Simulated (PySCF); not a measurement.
**Solvent effects on NMR parameters**

Bonds (- single, = double, # triple, : aromatic): C1-C2 1.491 Å, C2=C3 1.334 Å, C3-C4 1.491 Å, C4-F5 1.369 Å. C1 carries H6, H7, H8; C2 carries H9; C3 carries H10; C4 carries H11, H12. Stereochemistry as in C/C=C/CF.

GIAO PBE0/pcSseg-1 in PySCF 2.14.0 with density-fitted response routines on one PBE0-D3(BJ)/def2-SVP conformer, non-relativistic, equivalent nuclei averaged. Solvents enter as an IEF-PCM continuum (chloroform with ε = 4.7, water with ε = 78.4) around the gas-phase geometry. Shifts are referred to TMS, CFCl3 computed in the same medium.

Gas phase, δ in ppm: C3 133.8, C2 131.5, C4 83.5, C1 21.0, F5 -253.4, H9 6.05, H10 5.46, H11/H12 4.94, H6/H7/H8 1.85. Dipole moment 1.65 D.

(1) How does each δ change in the continuum?

(2) Which nuclei move most (in ppm), and what does the model miss?

## Answers

(1) 
```
   atoms                                 environment  Δδ, chloroform  Δδ, water
      C3                                   alkene CH            +1.8       +2.8
      C2                                   alkene CH            -0.1       -0.3
      C4                 allylic sp3 CH2 bonded to F            +1.3       +2.0
      C1                       allylic methyl carbon            +0.2       +0.2
      F5                   fluorine on an sp3 carbon            -2.9       -3.9
      H9                    hydrogen on an alkene CH           -0.07      -0.12
     H10                    hydrogen on an alkene CH           +0.21      +0.32
 H11/H12  hydrogen on an allylic sp3 CH2 bonded to F           +0.15      +0.22
H6/H7/H8        hydrogen on an allylic methyl carbon           +0.04      +0.06
```

Changes are relative to the gas phase. The dipole moment becomes 1.94 D in chloroform, 2.07 D in water.

(2) F5 (fluorine on an sp3 carbon, -3.9 ppm) in water. A continuum only polarises the solute; specific hydrogen bonds, the anisotropy of aromatic solvents and changes of geometry or conformer are outside it.
